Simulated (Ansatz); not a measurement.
**AlO− (singlet): wave-function methods side by side, aug-cc-pVDZ**

An exercise on one series of results from a longer session: the logs are not shown, and one member is left open.

Computed with Ansatz 0.2.0, Gaussian basis. Level: aug-cc-pVDZ, core rule «outside noble gas», up to 6 orbitals frozen.

Plan: UHF; CCSD(T) on RHF; BCCD(T) on RHF; CISD; CCSDT(Q) on RHF.

11 further runs of the same task are left out: 2 for a known fault of the program, 3 that didn't finish, 6 set aside as unsound or not needed. Runs told in other sessions of the task aren't counted.

## What is computed

The geometry is a PBE0/def2-TZVPD stationary point (not a proven minimum).

2 atoms, charge -1, spin multiplicity 1.

Atoms are counted from 1 here; the program's logs count them from 0.

Bond lengths: Al1–O2 1.637 Å.

The first run:

Contents of in.yaml:

```yaml
crystal:
  periodic: [false, false, false]
  atoms:
    - {symbol: Al, position_ang: [0.000000, 0.000000, 0.000000]}
    - {symbol: O, position_ang: [0.000000, 0.000000, 1.636900]}
basis:
  gaussian: {orbitals: aug-cc-pVDZ}
total_charge: -1
magnetization: {spin_polarized: true, initial_magnetization: 0}
hamiltonian: {xc: hf}
output: {orbitals: {seedname: orbitals}}
```

The run is started by

```bash
> ansatz run in.yaml --threads 1 --pin off --events-out ev --progress --plain --max-ram 2393MiB
```

Among the steps run: UHF; CCSD(T) on RHF; BCCD(T) on RHF; CISD; CCSDT(Q) on RHF.

One table of the session follows, with a row left open; its other results are not shown here.

| method | from RCCSDT(Q) (meV) |
| --- | --- |
| RHF | +8238.6 |
| RMP2 | +465.6 |
| CISD | +1116.4 |
| RCCSD | +449.5 |
| RCCSD(T) | ? |
| BCCD(T) | +56.6 |
| RCCSDT | +51.0 |
| RCCSDT(Q) | 0 |

**Question.** Estimate the row for RCCSD(T).

**Answer.** from RCCSDT(Q) (meV): +67.8. In the column «from RCCSDT(Q) (meV)» it lies between BCCD(T) (+56.6) and RCCSD (+449.5).
